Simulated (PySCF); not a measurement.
Mayer bond orders and bond lengths

Compound: C5H5O (charge -1).
Atom-mapped SMILES: `[CH3:1][C:2]#[C:3]/[CH:4]=[CH:5]\[O-:6]` (hydrogens: H7, H8, H9 on C1; H10 on C4; H11 on C5)

Cartesian coordinates in Å at the PBE0-D3(BJ)/def2-SVP level; atoms count from 1:
```xyz
11
C5H5O angstrom
C     -2.6881   -0.8848   -0.1689
C     -1.2902   -0.4997   -0.0689
C     -0.1027   -0.1910   -0.0033
C      1.2430    0.2031    0.0964
C      2.3427   -0.5201   -0.4053
O      2.3918   -1.6017   -1.0070
H     -2.8458   -1.9610    0.0381
H     -3.3184   -0.3378    0.5575
H     -3.1341   -0.6947   -1.1673
H      1.4621    1.1524    0.6013
H      3.3200    0.0257   -0.1912
```

Bond orders from the PBE0/pcSseg-1 density (PySCF). Isolated species at its PBE0-D3(BJ)/def2-SVP geometry, gas phase. The pcSseg-1 basis has no diffuse functions, a weakness for an anion. The HOMO energy is positive at this level (+0.08 eV), so the outermost electrons may be held by the finite basis alone.

Q: How far do the computed orders between heavy atoms stray from the drawn ones?

A: The largest departure is 0.818, at C5–O6 (drawn single, 1.818). Drawn single, order above 1.12: C1–C2 (1.220), C3–C4 (1.265) and C5–O6 (1.818). Drawn double or triple, more than 0.30 short of the drawn order: C2–C3 (2.396) and C4–C5 (1.365). The SMILES, with its formal charges, is one Lewis structure only.

Q: Give the Mayer order of every bond between heavy atoms, beside its length.

A: 
| bond | drawn as | length (Å) | Mayer order |
| --- | --- | --- | --- |
| C1–C2 | single | 1.453 | 1.220 |
| C2–C3 | triple | 1.229 | 2.396 |
| C3–C4 | single | 1.406 | 1.265 |
| C4–C5 | double | 1.409 | 1.365 |
| C5–O6 | single | 1.239 | 1.818 |

By pair of heavy elements: C–C: lowest C1–C2 (1.220, 1.453 Å), highest C2–C3 (2.396, 1.229 Å).

Q: And the bonds to hydrogen?

A: C–H: 0.92 to 0.94 (5 bonds).

Q: Sum the orders of all bonds at each heavy atom with more than one neighbour and set the sums beside the valence in the SMILES.

A: C1 4.031 (drawn 4), C2 3.616 (drawn 4), C3 3.661 (drawn 4), C4 3.563 (drawn 4), C5 4.106 (drawn 4). Orders between atoms that aren't bonded are not in these sums.

The Mayer order sums products of elements of PS (density times overlap matrix) between the two atoms' basis functions, so it depends on the basis set.

The run behind these numbers computed NMR shieldings as well. Hardware: one thread of an x86-64 server, no GPU, on a shared host. Cost: 9.7 s of wall time.
